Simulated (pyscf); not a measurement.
Elimination: HO–SiH₂–O–SiH₂–OH → O=SiH–O–SiH₂–OH + H₂

Gas phase, singlet surface, charge 0. Bonds broken: O1–H6, Si2–H7. Bonds formed: H6–H7. Single points on ωB97X-D3(BJ)/def2-SVP structures (PySCF, gas phase).

Transition state (Å):

```xyz
11

O      0.5098     1.5009     0.4505
Si     0.4012     0.4361    -0.7221
O     -1.0206    -0.2981    -1.0046
Si    -2.3750    -0.1887     0.0227
O     -1.8608     0.3696     1.4851
H      1.1652     0.2216     0.7507
H      1.3045    -0.6393     0.3644
H      1.2473     0.3878    -1.9255
H     -3.3273     0.7164    -0.6695
H     -2.9381    -1.5462     0.1941
H     -1.1554     1.0439     1.4331
```

One imaginary mode, 1393i cm⁻¹; descent along it reached the two sides named.

| bond | change | reactant side (Å) | saddle | product side |
|---|---|---|---|---|
| O1–H6 | breaks | 0.963 | 1.468 | 3.0 |
| Si2–H7 | breaks | 1.488 | 1.776 | 2.6 |
| H6–H7 | forms | 2.7 | 0.954 | 0.762 |

Electronic energies relative to the reactant's lowest minimum found (kcal/mol):

```json
[
 {"level": "ωB97X-D3(BJ)/def2-TZVP", "barrier": "61.2", "reaction energy": "+43.2", "reverse barrier": "18.0"},
 {"level": "PBE/def2-TZVP", "barrier": "51.8", "reaction energy": "+37.0", "reverse barrier": "14.9"},
 {"level": "r²SCAN/def2-TZVP", "barrier": "55.5", "reaction energy": "+40.5", "reverse barrier": "15.0"},
 {"level": "B3LYP-D3(BJ)/def2-TZVP", "barrier": "58.6", "reaction energy": "+39.9", "reverse barrier": "18.7"},
 {"level": "PBE0-D3(BJ)/def2-TZVP", "barrier": "58.1", "reaction energy": "+44.0", "reverse barrier": "14.1"},
 {"level": "M06-2X/def2-TZVP", "barrier": "62.1", "reaction energy": "+43.7", "reverse barrier": "18.3"},
 {"level": "ωB97M-D3(BJ)/def2-TZVP", "barrier": "60.1", "reaction energy": "+42.1", "reverse barrier": "18.0"},
 {"level": "HF/def2-TZVP", "barrier": "77.0", "reaction energy": "+49.9", "reverse barrier": "27.1"}
]
```

With ωB97M-D3(BJ)/def2-TZVP energies and thermal terms (ideal gas, 1 atm, RRHO with modes under 100 cm⁻¹ raised to 100, one conformer, R ln 2 for chiral ones without a mode under 150 cm⁻¹), in kcal/mol:

```
T (K)   ΔH‡   ΔG‡     ΔH     ΔG
-----  ----  ----  -----  -----
298    56.8  57.5  +37.4  +29.3
600    56.1  58.6  +37.8  +20.9
900    55.6  59.9  +37.6  +12.5
1200   55.3  61.4  +37.2   +4.2
```

At the saddle there is also a short H–Si contact that neither side keeps. The same reactants have a lower exit, to cyclic H₄O₂Si₂ (SMILES O1[SiH2]O[SiH2]1) + H₂O (barrier +41.9 kcal/mol at ωB97M-D3(BJ)/def2-TZVP, against +60.1 kcal/mol here). This is the saddle that the search found; another between the same sides may lie lower.
